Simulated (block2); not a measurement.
# DMRG/STO-3G run of PO (Phosphorus monoxide)

What is the vertical ionisation energy of PO (Phosphorus monoxide) at DMRG/STO-3G? 

The results are computed with block2 0.5.4.

2 further runs of the same task are left out: 2 set aside as unsound or not needed.

## 1. The structure to begin with

The species is PO (2 atoms), meant as a doublet with charge 0. SMILES: `O=[P]`. The shape is that of a GFN2-xTB optimisation.

Bond lengths: O1–P2 1.455 Å.

## 2. The energy at DMRG/STO-3G

integrals.py

```python
from pyscf import ao2mo, cc, dft, gto, mcscf, mp, scf
from pyscf.tools import fcidump

mol = gto.M(atom=[
    ("O", (0.000000, 0.000000, 0.000000)),
    ("P", (0.000000, 0.000000, 1.455090)),
], basis="sto-3g", spin=1, verbose=3, max_memory=2000)
print("nao                      = %d" % (mol.nao))
mf = scf.ROHF(mol)
mf.conv_tol = 1e-10
mf.max_cycle = 200
mf.kernel()
if not mf.converged:
    mf = mf.newton().run(mf.mo_coeff, mf.mo_occ)
print("reference energy         = %.10f" % (mf.e_tot))
ref = scf.UHF(mol).run(mf.make_rdm1(), conv_tol=1e-10)
pt = mp.MP2(ref, frozen=6).run()
mycc = cc.CCSD(ref, frozen=6)
mycc.max_cycle = 150
mycc.kernel()
print("MP2 total energy         = %.10f" % (pt.e_tot))
if mycc.converged:
    print("E(CCSD)                  = %.10f" % (mycc.e_tot))
    print("E(CCSD(T))               = %.10f" % (mycc.e_tot + mycc.ccsd_t()))
ks = dft.UKS(mol, xc="blyp").set(conv_tol=1e-9, verbose=3).run(mf.make_rdm1())
if ks.converged:
    print(f"E(BLYP)                  = {ks.e_tot:.8f}")
ks = dft.UKS(mol, xc="r2scan").set(conv_tol=1e-9, verbose=3).run(mf.make_rdm1())
if ks.converged:
    print("E(r2SCAN)                = %.8f" % (ks.e_tot))
ks = dft.UKS(mol, xc="hse06").set(conv_tol=1e-9, verbose=3).run(mf.make_rdm1())
if ks.converged:
    print("E(HSE06)                 = %.8f" % (ks.e_tot))
ks = dft.UKS(mol, xc="m06l").set(conv_tol=1e-9, verbose=3).run(mf.make_rdm1())
if ks.converged:
    print("E(M06-L)                 = %.8f" % (ks.e_tot))
ks = dft.UKS(mol, xc="wb97x").set(conv_tol=1e-9, verbose=3).run(mf.make_rdm1())
if ks.converged:
    print(f"E(wB97X)                 = {ks.e_tot:.8f}")
occ_no, mo = mcscf.addons.make_natural_orbitals(mp.MP2(mf.to_uhf(), frozen=6).run())
mf.mo_coeff = mo
cas = mcscf.CASCI(mf, 8, 11)
h1, ecore = cas.get_h1eff()
fcidump.from_integrals("FCIDUMP", h1, cas.get_h2eff(), 8, 11, nuc=ecore, ms=1)
ci = mcscf.CASCI(mf, 8, (6, 5))
ci.fix_spin_(ss=0.75)
ci.fcisolver.conv_tol = 1e-10
ci.fcisolver.max_cycle = 200
ci.kernel()
print("FCI energy               = %.10f" % (ci.e_tot))
```

block.conf

```
sym c1
orbitals FCIDUMP
nelec 11
spin 1
irrep 1
occ 2 2 2 2 2 1 0 0
cbias 0.2
schedule
0 25 1E-07 1E-04
3 50 1E-07 1E-04
5 100 1E-07 1E-05
7 100 1E-08 0.0
end
maxiter 13
sweep_tol 1E-06
fiedler
mem 1g
num_thrds 1
prefix ./tmp
outputlevel 2
onepdm
```

Started as:

```bash
$ python integrals.py && block2main block.conf
```

Standard output:

```text
$ python integrals.py
nao                      = 14
converged SCF energy = -410.674522967046
reference energy         = -410.6745229670
converged SCF energy = -410.674858373789  <S^2> = 0.75403904  2S+1 = 2.004035
E(UMP2) = -410.790270437391  E_corr = -0.115412063601857
E(SCS-UMP2) = -410.784930654684  E_corr = -0.110072280894534
E(UCCSD) = -410.7917246965599  E_corr = -0.1168663227705526
MP2 total energy         = -410.7902704374
E(CCSD)                  = -410.7917246966
UCCSD(T) correction = -0.00660600752656361
E(CCSD(T))               = -410.7983307041
converged SCF energy = -411.538378595791  <S^2> = 0.75013297  2S+1 = 2.000133
E(BLYP)                  = -411.53837860
converged SCF energy = -411.547475228819  <S^2> = 0.75036336  2S+1 = 2.0003633
E(r2SCAN)                = -411.54747523
converged SCF energy = -411.413837873088  <S^2> = 0.75041666  2S+1 = 2.0004166
E(HSE06)                 = -411.41383787
SCF not converged.
SCF energy = -411.580152053519 after 50 cycles  <S^2> = 0.7502536  2S+1 = 2.0002536
converged SCF energy = -411.5651267153  <S^2> = 0.75029778  2S+1 = 2.0002978
E(wB97X)                 = -411.56512672
E(UMP2) = -410.790349405292  E_corr = -0.115826438245643
E(SCS-UMP2) = -410.785438406635  E_corr = -0.110915439588596
CASCI E = -410.799913905589  E(CI) = -32.5459057821237  S^2 = 0.7500000
FCI energy               = -410.7999139056

$ block2main block.conf

********************************** INPUT START **********************************
sym                                                             c1
orbitals                                                   FCIDUMP
nelec                                                           11
spin                                                             1
irrep                                                            1
occ                                                2 2 2 2 2 1 0 0
cbias                                                          0.2
maxiter                                                         13
sweep_tol                                                    1E-06
fiedler
mem                                                             1g
num_thrds                                                        1
prefix                                                       ./tmp
outputlevel                                                      2
onepdm
schedule                  Sweep   0-   2 : Mmps =    25 Noise =    0.0001 DavTol =     1e-07
                          Sweep   3-   4 : Mmps =    50 Noise =    0.0001 DavTol =     1e-07
                          Sweep   5-   6 : Mmps =   100 Noise =     1e-05 DavTol =     1e-07
                          Sweep   7-  12 : Mmps =   100 Noise =         0 DavTol =     1e-08
********************************** INPUT END   **********************************

SPIN ADAPTED - REAL DOMAIN - DOUBLE PREC
qc mpo type =  QCTypes.Conventional
 UseMainStack = 0 MinDiskUsage = 1 MinMemUsage = 0 IBuf = 0 OBuf = 0
 FPCompression: prec = 1.00e-16 chunk = 1024
 IMain = 0 B / 66.8 MB DMain = 0 B / 343 MB ISeco = 0 B / 28.6 MB DSeco = 0 B / 515 MB
 OpenMP = 1 TBB = 0 BLIS = 0 MKL = NONE  SeqType = Tasked AlignType = None MKLIntLen = 4
 THREADING = 2 layers : Global | Operator BatchedGEMM
 NUMBER : Global = 1 Operator = 1 Quanta = 0 MKL = 1
 COMPLEX = 1 SINGLE-PREC = 1 KSYMM = 0
using fiedler reorder =  [5 2 1 7 3 0 4 6]
read integral finished 0.0024399100002483465
integral sym error =            0
MinMPOMemUsage =  False
MPS =  CCRRRRRR 0 2 < N=11 S=1/2 PG=0 >
GS INIT MPS BOND DIMS =       1     3    10    29    26    27    15     4     1
pre-mpo memory usage =  155 MB
build mpo start ...
build mpo finished ... Tread = 0.000 Twrite = 0.000 T = 0.002
simpl mpo start ...
simpl mpo finished ... Tread = 0.000 Twrite = 0.000 T = 0.004
GS MPO BOND DIMS =      12    20    31    46    31    20    13     1
build 1pdm mpo 0.02602924399980111
build identity mpo 0.026575369003694504
memory usage =  159 MB
para mpo finished 0.02697261000139406
Environment initialization | Nsites =     8 | Center =     0
 INIT-R <-- Site =    5 ..  Bmem =   216 B Rmem =   216 B T = 0.00
 INIT-R <-- Site =    4 ..  Bmem = 2.66 KB Rmem = 2.66 KB T = 0.00
 INIT-R <-- Site =    3 ..  Bmem = 39.7 KB Rmem = 79.1 KB T = 0.00
 INIT-R <-- Site =    2 ..  Bmem =  411 KB Rmem = 37.2 KB T = 0.00
 INIT-R <-- Site =    1 ..  Bmem =  256 KB Rmem = 26.7 KB T = 0.00
 INIT-R <-- Site =    0 ..  Bmem =  186 KB Rmem = 5.86 KB T = 0.00
Time init sweep =        0.012 | MaxBmem =  411 KB | MaxRmem = 37.2 KB
 | Tread = 0.000 | Twrite = 0.001 | Tfpread = 0.000 | Tfpwrite = 0.000 | data = 135 KB | cpsd = 81.1 KB | Tasync = 0.000

env init finished 0.0394580069987569

[... 2 lines left out ...]
 --> Site =    1-   2 .. Mmps =   10 Ndav =  18 E =   -409.8970035279 Error = 0.00e+00 FLOPS = 6.23e+08 Tdav = 0.00 T = 0.01
[... 1 line left out ...]
 --> Site =    3-   4 .. Mmps =   25 Ndav =  26 E =   -410.7940467861 Error = 2.38e-06 FLOPS = 1.03e+09 Tdav = 0.03 T = 0.04
[... 1 line left out ...]
 --> Site =    5-   6 .. Mmps =   25 Ndav =   1 E =   -410.7940854605 Error = 1.45e-09 FLOPS = 3.10e+08 Tdav = 0.00 T = 0.01
[... 10 lines left out ...]
 <-- Site =    6-   7 .. Mmps =    3 Ndav =   1 E =   -410.7940854616 Error = 0.00e+00 FLOPS = 2.21e+08 Tdav = 0.00 T = 0.00
[... 1 line left out ...]
 <-- Site =    4-   5 .. Mmps =   25 Ndav =   1 E =   -410.7940854616 Error = 8.56e-10 FLOPS = 4.62e+08 Tdav = 0.00 T = 0.01
[... 1 line left out ...]
 <-- Site =    2-   3 .. Mmps =   25 Ndav =   9 E =   -410.7997058465 Error = 2.60e-06 FLOPS = 9.58e+08 Tdav = 0.00 T = 0.01
[... 1 line left out ...]
 <-- Site =    0-   1 .. Mmps =   18 Ndav =   1 E =   -410.7997038719 Error = 1.42e-17 FLOPS = 1.90e+08 Tdav = 0.00 T = 0.00
[... 10 lines left out ...]
 --> Site =    1-   2 .. Mmps =   10 Ndav =   1 E =   -410.7997038719 Error = 0.00e+00 FLOPS = 3.42e+08 Tdav = 0.00 T = 0.01
[... 1 line left out ...]
 --> Site =    3-   4 .. Mmps =   25 Ndav =   7 E =   -410.7998977356 Error = 9.02e-06 FLOPS = 1.27e+09 Tdav = 0.01 T = 0.02
[... 1 line left out ...]
 --> Site =    5-   6 .. Mmps =   25 Ndav =   1 E =   -410.7998864527 Error = 3.38e-09 FLOPS = 2.92e+08 Tdav = 0.00 T = 0.01
[... 10 lines left out ...]
 <-- Site =    6-   7 .. Mmps =    3 Ndav =   1 E =   -410.7998864528 Error = 0.00e+00 FLOPS = 2.07e+08 Tdav = 0.00 T = 0.00
[... 1 line left out ...]
 <-- Site =    4-   5 .. Mmps =   34 Ndav =   2 E =   -410.7998869719 Error = 0.00e+00 FLOPS = 5.54e+08 Tdav = 0.00 T = 0.01
[... 1 line left out ...]
 <-- Site =    2-   3 .. Mmps =   50 Ndav =   1 E =   -410.7998993391 Error = 3.52e-08 FLOPS = 1.17e+09 Tdav = 0.00 T = 0.01
[... 1 line left out ...]
 <-- Site =    0-   1 .. Mmps =   18 Ndav =   1 E =   -410.7998993390 Error = 1.05e-17 FLOPS = 4.75e+08 Tdav = 0.00 T = 0.00
[... 10 lines left out ...]
 --> Site =    1-   2 .. Mmps =   10 Ndav =   1 E =   -410.7998993390 Error = 0.00e+00 FLOPS = 8.11e+08 Tdav = 0.00 T = 0.01
[... 1 line left out ...]
 --> Site =    3-   4 .. Mmps =   50 Ndav =   1 E =   -410.7998993390 Error = 1.16e-07 FLOPS = 1.10e+09 Tdav = 0.00 T = 0.01
[... 1 line left out ...]
 --> Site =    5-   6 .. Mmps =   50 Ndav =   1 E =   -410.7998993387 Error = 5.03e-14 FLOPS = 7.10e+08 Tdav = 0.00 T = 0.01
[... 10 lines left out ...]
 <-- Site =    6-   7 .. Mmps =    3 Ndav =   1 E =   -410.7998993387 Error = 0.00e+00 FLOPS = 5.11e+08 Tdav = 0.00 T = 0.01
 <-- Site =    5-   6 .. Mmps =   10 Ndav =   1 E =   -410.7998993387 Error = 0.00e+00 FLOPS = 6.89e+08 Tdav = 0.00 T = 0.01
 <-- Site =    4-   5 .. Mmps =   34 Ndav =   1 E =   -410.7998993387 Error = 0.00e+00 FLOPS = 9.67e+08 Tdav = 0.00 T = 0.01
 <-- Site =    3-   4 .. Mmps =   81 Ndav =   1 E =   -410.7998993387 Error = 1.32e-14 FLOPS = 1.09e+09 Tdav = 0.00 T = 0.01
 <-- Site =    2-   3 .. Mmps =  100 Ndav =   1 E =   -410.7998993387 Error = 8.31e-15 FLOPS = 1.13e+09 Tdav = 0.00 T = 0.02
 <-- Site =    1-   2 .. Mmps =   54 Ndav =   1 E =   -410.7998993387 Error = 1.31e-14 FLOPS = 1.25e+09 Tdav = 0.00 T = 0.01
 <-- Site =    0-   1 .. Mmps =   18 Ndav =   1 E =   -410.7998993387 Error = 3.98e-17 FLOPS = 6.18e+08 Tdav = 0.00 T = 0.01
[... 8 lines left out ...]
Sweep =    6 | Direction =  forward | Bond dimension =  100 | Noise =  1.00e-05 | Dav threshold =  1.00e-07
 --> Site =    0-   1 .. Mmps =    3 Ndav =   1 E =   -410.7998993387 Error = 0.00e+00 FLOPS = 5.17e+08 Tdav = 0.00 T = 0.00
 --> Site =    1-   2 .. Mmps =   10 Ndav =   1 E =   -410.7998993387 Error = 0.00e+00 FLOPS = 1.28e+09 Tdav = 0.00 T = 0.01
 --> Site =    2-   3 .. Mmps =   34 Ndav =   1 E =   -410.7998993387 Error = 0.00e+00 FLOPS = 1.36e+09 Tdav = 0.00 T = 0.01
 --> Site =    3-   4 .. Mmps =   82 Ndav =   1 E =   -410.7998993387 Error = 7.21e-17 FLOPS = 1.15e+09 Tdav = 0.00 T = 0.01
 --> Site =    4-   5 .. Mmps =   93 Ndav =   1 E =   -410.7998993387 Error = 2.50e-14 FLOPS = 1.24e+09 Tdav = 0.00 T = 0.02
 --> Site =    5-   6 .. Mmps =   51 Ndav =   1 E =   -410.7998993387 Error = 1.39e-14 FLOPS = 1.18e+09 Tdav = 0.00 T = 0.01
 --> Site =    6-   7 .. Mmps =   18 Ndav =   1 E =   -410.7998993387 Error = 2.35e-18 FLOPS = 5.56e+08 Tdav = 0.00 T = 0.01
Time elapsed =      0.463 | E =    -410.7998993387 | DE = -2.84e-14 | DW = 2.50270e-14
Time sweep =        0.076 | 7.35 MFLOP/SWP
 | Dmem = 657 KB (2%) | Imem = 42.0 KB (96%) | Hmem = 2.23 MB | Wmem = 7.88 KB | Pmem = 65.0 KB
 | Tread = 0.001 | Twrite = 0.001 | Tfpread = 0.001 | Tfpwrite = 0.001 | Tmporead = 0.000
 | data = 833 KB | cpsd = 491 KB | Tasync = 0.000
 | Trot = 0.003 | Tctr = 0.001 | Tint = 0.000 | Tmid = 0.002 | Tdctr = 0.001 | Tdiag = 0.003 | Tinfo = 0.005
 | Teff = 0.030 | Tprt = 0.008 | Teig = 0.006 | Tblk = 0.062 | Tmve = 0.013 | Tdm = 0.000 | Tsplt = 0.003 | Tsvd = 0.000 | Torth = 0.000

Sweep =    7 | Direction = backward | Bond dimension =  100 | Noise =  0.00e+00 | Dav threshold =  1.00e-08
 <-- Site =    6-   7 .. Mmps =    3 Ndav =   1 E =   -410.7998993387 Error = 0.00e+00 FLOPS = 4.16e+08 Tdav = 0.00 T = 0.00
 <-- Site =    5-   6 .. Mmps =    9 Ndav =   2 E =   -410.7998993451 Error = 2.53e-15 FLOPS = 1.34e+09 Tdav = 0.00 T = 0.01
 <-- Site =    4-   5 .. Mmps =   25 Ndav =   1 E =   -410.7998993451 Error = 1.73e-14 FLOPS = 1.37e+09 Tdav = 0.00 T = 0.01
 <-- Site =    3-   4 .. Mmps =   39 Ndav =   2 E =   -410.7998993542 Error = 2.83e-14 FLOPS = 1.16e+09 Tdav = 0.00 T = 0.01
 <-- Site =    2-   3 .. Mmps =   33 Ndav =   1 E =   -410.7998993542 Error = 1.08e-14 FLOPS = 9.20e+08 Tdav = 0.00 T = 0.01
 <-- Site =    1-   2 .. Mmps =   15 Ndav =   1 E =   -410.7998993542 Error = 2.25e-18 FLOPS = 5.66e+08 Tdav = 0.00 T = 0.01
 <-- Site =    0-   1 .. Mmps =    4 Ndav =   1 E =   -410.7998993542 Error = 3.91e-18 FLOPS = 8.77e+07 Tdav = 0.00 T = 0.00
Time elapsed =      0.517 | E =    -410.7998993542 | DE = -1.55e-08 | DW = 2.82602e-14
Time sweep =        0.054 | 7.42 MFLOP/SWP
 | Dmem = 394 KB (3%) | Imem = 42.0 KB (96%) | Hmem = 2.03 MB | Wmem = 7.55 KB | Pmem = 0 B
 | Tread = 0.001 | Twrite = 0.001 | Tfpread = 0.001 | Tfpwrite = 0.000 | Tmporead = 0.000
 | data = 187 KB | cpsd = 106 KB | Tasync = 0.000
 | Trot = 0.001 | Tctr = 0.000 | Tint = 0.000 | Tmid = 0.001 | Tdctr = 0.000 | Tdiag = 0.003 | Tinfo = 0.004
 | Teff = 0.026 | Tprt = 0.000 | Teig = 0.007 | Tblk = 0.045 | Tmve = 0.008 | Tdm = 0.000 | Tsplt = 0.001 | Tsvd = 0.000 | Torth = 0.000

Final canonical form =  CRRRRRRR 0
DMRG Energy = -410.799899354233389
npdm string = ['(C+D)0']

Build NPDM MPO | Nsites =     8 | Nmaxops =  2 | SymbolFree = T | Cutoff = 0.00e+00
 Site =     0 /     8 .. L =        4 R =        1 M =            0 Tmid = 0.000 T = 0.000
 Site =     1 /     8 .. L =        4 R =       15 M =           15 Tmid = 0.000 T = 0.000
 Site =     2 /     8 .. L =        4 R =       13 M =           13 Tmid = 0.000 T = 0.000
 Site =     3 /     8 .. L =        4 R =       11 M =           11 Tmid = 0.000 T = 0.000
 Site =     4 /     8 .. L =        4 R =        9 M =            9 Tmid = 0.000 T = 0.000
 Site =     5 /     8 .. L =        4 R =        7 M =            7 Tmid = 0.000 T = 0.000
 Site =     6 /     8 .. L =        4 R =        5 M =            5 Tmid = 0.000 T = 0.000
 Site =     7 /     8 .. L =        1 R =        4 M =            4 Tmid = 0.000 T = 0.000
Ttotal =      0.000

Environment initialization | Nsites =     8 | Center =     0
 INIT-R <-- Site =    5 ..  Bmem =    80 B Rmem =    80 B T = 0.00
 INIT-R <-- Site =    4 ..  Bmem =    80 B Rmem =   728 B T = 0.00
 INIT-R <-- Site =    3 ..  Bmem =   728 B Rmem = 6.43 KB T = 0.00
 INIT-R <-- Site =    2 ..  Bmem = 6.43 KB Rmem = 21.1 KB T = 0.00
 INIT-R <-- Site =    1 ..  Bmem = 21.1 KB Rmem = 18.6 KB T = 0.00
 INIT-R <-- Site =    0 ..  Bmem = 18.6 KB Rmem = 4.40 KB T = 0.00
Time init sweep =        0.003 | MaxBmem = 21.1 KB | MaxRmem = 18.6 KB
 | Tread = 0.000 | Twrite = 0.000 | Tfpread = 0.000 | Tfpwrite = 0.000 | data = 51.3 KB | cpsd = 39.5 KB | Tasync = 0.000

Expectation | Direction =  forward | BRA bond dimension =  100 | KET bond dimension =  100
 --> Site =    0-   1 .. Nterms =           15 Error =  0.000000000000/ 0.000000000000 FLOPS = 3.34e+07 Tmult = 0.00 T = 0.00
 --> Site =    1-   2 .. Nterms =           13 Error =  0.000000000000/ 0.000000000000 FLOPS = 3.64e+08 Tmult = 0.00 T = 0.00
 --> Site =    2-   3 .. Nterms =           11 Error =  0.000000000000/ 0.000000000000 FLOPS = 6.54e+08 Tmult = 0.00 T = 0.00
 --> Site =    3-   4 .. Nterms =            9 Error =  0.000000000000/ 0.000000000000 FLOPS = 6.50e+08 Tmult = 0.00 T = 0.00
 --> Site =    4-   5 .. Nterms =            7 Error =  0.000000000000/ 0.000000000000 FLOPS = 6.66e+08 Tmult = 0.00 T = 0.00
 --> Site =    5-   6 .. Nterms =            5 Error =  0.000000000000/ 0.000000000000 FLOPS = 5.46e+08 Tmult = 0.00 T = 0.00
 --> Site =    6-   7 .. Nterms =            4 Error =  0.000000000000/ 0.000000000000 FLOPS = 1.27e+08 Tmult = 0.00 T = 0.00
Time elapsed =      0.019
Time sweep =        0.019 | 437 KFLOP/SWP
 | Dmem = 35.0 KB (19%) | Imem = 8.99 KB (93%) | Hmem = 263 KB | Wmem = 6.94 KB | MaxBmem = 15.0 KB | MaxRmem = 28.1 KB
 | Tread = 0.000 | Twrite = 0.001 | Tfpread = 0.000 | Tfpwrite = 0.000 | data = 61.9 KB | cpsd = 40.5 KB | Tasync = 0.000
 | Trot = 0.001 | Tctr = 0.000 | Tint = 0.000 | Tmid = 0.000 | Tdctr = 0.000 | Tdiag = 0.001 | Tinfo = 0.001
 | Teff = 0.004 | Texpt = 0.001 | Tblk = 0.016 | Tmve = 0.003

NPDM Sorting | Nsites =     8 | Nmaxops =  2 | DotSite = 2 | SymbolFree = T | Compressed = T | LowMem = F | Mem = 512 B
 Site =     0 ..  T = 0.000
 Site =     1 ..  T = 0.000
 Site =     2 ..  T = 0.000
 Site =     3 ..  T = 0.000
 Site =     4 ..  T = 0.000
 Site =     5 ..  T = 0.000
 Site =     6 ..  T = 0.000
Ttotal =      0.000

DMRG OCC =   1.998 1.990 1.871 1.966 1.961 0.138 1.038 0.038
```

It took 9.5 s on 1 thread of Arm Neoverse V2, shared host; peak memory 0.17 GiB.

[end of part 1 of 2]
